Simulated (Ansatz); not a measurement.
System: C4H5N2, net charge 1, singlet state. It need not be the lowest isomer of its formula. 
Structure (B3LYP-D3(BJ)/def2-TZVP (Ansatz, a first-principles code) minimum search):
```xyz
11

C      1.2002    -0.6485    -0.0615
C      1.1210     0.7303     0.0624
N     -0.1017     1.2793     0.1150
C     -1.2224     0.5448     0.0522
C     -1.0827    -0.8292    -0.0713
N      0.1122    -1.4108    -0.1268
H      2.1644    -1.1384    -0.1081
H      1.9750     1.3892     0.1191
H     -0.1820     2.2884     0.2057
H     -2.1699     1.0612     0.1012
H     -1.9574    -1.4647    -0.1259
```
Charge +1, spin multiplicity 1.

Parts of the frozen-core correlation energy in 6-31G* (Ansatz, hartree). Frozen orbitals: 6; correlated occupied orbitals by spin: 15 and 15; virtual: 79 and 79. No spin-orbit coupling. Non-relativistic. The restricted reference is unstable.

```
term                            value
-------------------------  ----------
reference (HF)             -263.03227
MP2 opposite-spin            -0.59598
MP2 same-spin                -0.21976
CCSD correlation             -0.84302
(T)                          -0.03739
T1 diagnostic                   0.012
largest doubles amplitude       0.092
```
